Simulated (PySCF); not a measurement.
Species: CFCl3.
Numbering: `[F:1][C:2]([Cl:3])([Cl:4])[Cl:5]`

The closed-shell ground state was solved at several levels (PySCF, density fitting, gas phase, non-relativistic). Isolated species at its GFN2-xTB geometry, gas phase.

```csv
level,basis functions,total energy (Eh),HOMO (eV),LUMO (eV),gap (eV),dipole (D)
HF/pcSseg-0,57,-1513.7308,-13.21,2.77,15.98,0.64
KT2/pcSseg-0,57,-1528.7346,-7.99,-2.50,5.49,0.25
OPBE/pcSseg-0,57,-1516.4609,-8.19,-2.48,5.71,0.24
KT3/pcSseg-0,57,-1527.5836,-8.11,-2.55,5.56,0.27
BP86/pcSseg-0,57,-1516.7754,-7.98,-2.39,5.59,0.22
LDA/pcSseg-0,57,-1511.2717,-7.94,-2.35,5.59,0.25
B3LYP/pcSseg-0,57,-1516.6575,-9.08,-1.45,7.63,0.35
```

(1) What might PBE/pcSseg-0 (57 basis functions) give for the same quantities?

(2) Over all these levels, which gives the widest orbital gap and which the narrowest?

(3) In the pcSseg-0 basis, how does the gap go with the fixed share of exact exchange?

(4) How far do the dipole and the HOMO energy spread over the levels?

## Answers

(1) Total energy -1515.9380 Eh, HOMO -7.87 eV, LUMO -2.25 eV, gap 5.62 eV, dipole 0.21 D.

(2) HF/pcSseg-0 (Hartree–Fock, all exact exchange) has the widest, 15.98 eV, and KT2/pcSseg-0 (GGA) the narrowest, 5.49 eV. From the narrowest to the widest the HOMO moves by -5.22 eV and the LUMO by +5.27 eV.

(3) KT2 (0 %) 5.49 eV; KT3 (0 %) 5.56 eV; BP86 (0 %) 5.59 eV; LDA (0 %) 5.59 eV; PBE (0 %) 5.62 eV; OPBE (0 %) 5.71 eV; B3LYP (20 %) 7.63 eV; HF (100 %) 15.98 eV. Each rise in the share widens the gap here.

(4) The dipole runs from 0.21 to 0.64 D (mean 0.30 D) and the HOMO from -13.21 to -7.87 eV.
